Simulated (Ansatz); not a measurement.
A calculation on hcp Tc returned lattice constant a 2.736 Å, lattice parameter c 4.382 Å.

For reference: lattice constant a 2.741 Å (measured, 293 K, not corrected to a static lattice; as tabulated in Wikipedia's data pages); lattice parameter c 4.399 Å (measured, 293 K, no zero-point or thermal correction; as tabulated in Wikipedia's data pages).

Q: Which level of theory produced these numbers?
(A) HSE06 (Ansatz, a program for electronic structure)
(B) PBE0 (Ansatz)
(C) r²SCAN (Ansatz)
(D) LDA (Ansatz)

A: C, r²SCAN (Ansatz)

The others give: LDA 2.710 Å, 4.332 Å; HSE06 2.718 Å, 4.350 Å; PBE0 2.719 Å, 4.347 Å.

Unless a cell is named, each level is at its own relaxed cell (HSE06 13.91, LDA 13.77, PBE0 13.92, r²SCAN 14.20 Å³/atom).

Ansatz's density-functional and Hartree–Fock values are scalar-relativistic unless marked +SOC, with PAW data made under PBE.
